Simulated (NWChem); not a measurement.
## Atomisation of methylamine (CH$_{5}$N)

```
C
H 1 1.1026
H 1 1.1026 2 106.51
H 1 1.1120 2 107.07 3 114.28
N 1 1.4557 2 109.77 3 -118.78
H 5 1.0203 1 110.47 2 -63.17
H 5 1.0203 6 105.96 1 119.67
```
Charge 0, spin multiplicity 1.

Everything below was run with NWChem. All single points use one geometry, from B3LYP/def2-SVP, a minimum by its harmonic frequencies.

Basis set: def2-TZVP. The atomisation energy is electronic alone: no zero-point, thermal, spin-orbit or counterpoise terms. No value is extrapolated to the basis-set limit. Free atoms are single determinants with multiplicities C 3, N 4, H 2. Correlated methods freeze the same cores in atoms and molecule, 2 orbitals in all.

B3LYP has NWChem's definition, with VWN1-RPA local correlation. The stability of the SCF solutions was not checked. Open-shell Hartree-Fock references start from PBE0 orbitals. Coupled-cluster values serve here as a point of comparison, not as the truth.

Problem. For the atomisation energy, CCSD(T) gives 556.7 kcal/mol and HF gives 413.4 kcal/mol. What do B3LYP, TPSS, CAM-B3LYP give?

Solution. B3LYP: 581.5 kcal/mol; TPSS: 584.9 kcal/mol; CAM-B3LYP: 583.8 kcal/mol.
